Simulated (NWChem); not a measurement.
# methane (CH4); SMILES C

```xyz
5

C      0.0000     0.0000     0.0000
H     -0.8540    -0.2418    -0.6465
H      0.8689     0.2544    -0.6213
H     -0.2557     0.8552     0.6396
H      0.2407    -0.8678     0.6282
```
Atoms are numbered in this order, from 1.

Structure relaxed at the PBE0/def2-SVP level.

 States above −ε(HOMO) = 10.9 eV lie in this functional's continuum and hang on the basis.

Problem. List the 4 lowest vertical singlet excitations from PBE0/def2-SVPD, TDA (NWChem).

Solution. 
```csv
state,energy (eV),oscillator strength,leading excitation (squared amplitude)
S1,10.52,0.143,HOMO → LUMO (1.00)
S2,10.52,0.143,HOMO−1 → LUMO (1.00)
S3,10.52,0.143,HOMO−2 → LUMO (1.00)
S4,12.81,0.000,HOMO−1 → LUMO+1 (0.35)
```
